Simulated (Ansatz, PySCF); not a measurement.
SiH₄, SMILES [SiH4].

The structure is a stationary point at ωB97X-D3(BJ)/def2-TZVPD. The isomer is the one that the SMILES or the coordinates give; other isomers of the formula were not compared.

Vertical ionisation energy (IE) and electron affinity (EA) in eV. Rows of orbital energies are one-electron estimates. Where ΔSCF, EOM or ADC give a negative EA the extra electron is unbound and the value depends on the basis.

```tsv
level	IE	EA
−ε(HOMO), −ε(LUMO), CAM-B3LYP/def2-TZVPD (PySCF)	11.31	-0.94
−ε(HOMO), −ε(LUMO), r2SCAN/def2-TZVPD (PySCF)	8.86	-0.63
−ε(HOMO), −ε(LUMO), PBE/def2-TZVPD (PySCF)	8.52	0.18
EOM-CCSD/aug-cc-pVDZ (PySCF)	(withheld)	(withheld)
ADC(2)/aug-cc-pVDZ (PySCF)	12.65	-0.81
ΔSCF, ωB97X-V/def2-TZVPD (Ansatz), final states of multiplicity 2 and 2	12.68	-1.74
ΔSCF, PBE/def2-TZVPD (Ansatz), final states of multiplicity 2 and 2	12.14	-1.34
```

Task: Fill in the missing entries. (Estimate from the structure and the level; the computed values follow.)

Result: 
- EOM-CCSD/aug-cc-pVDZ (PySCF), IE: 12.69
- EOM-CCSD/aug-cc-pVDZ (PySCF), EA: -0.79

Task: What vertical singlet–triplet gap does ΔSCF give with ωB97X-V/def2-TZVPD (Ansatz, a program for electronic structure) and with PBE/def2-TZVPD (Ansatz)? (Estimate from the structure and the level; the computed values follow.)

Result: 8.91 and 8.11 eV (triplet above singlet where positive).

Task: Beyond the first one, list the lowest photoelectron lines from ADC(2)/aug-cc-pVDZ run with PySCF with their pole strengths (two spins summed). (The exact figures need the calculation; the answer reports its results.)

Result: 18.75 eV (1.80).
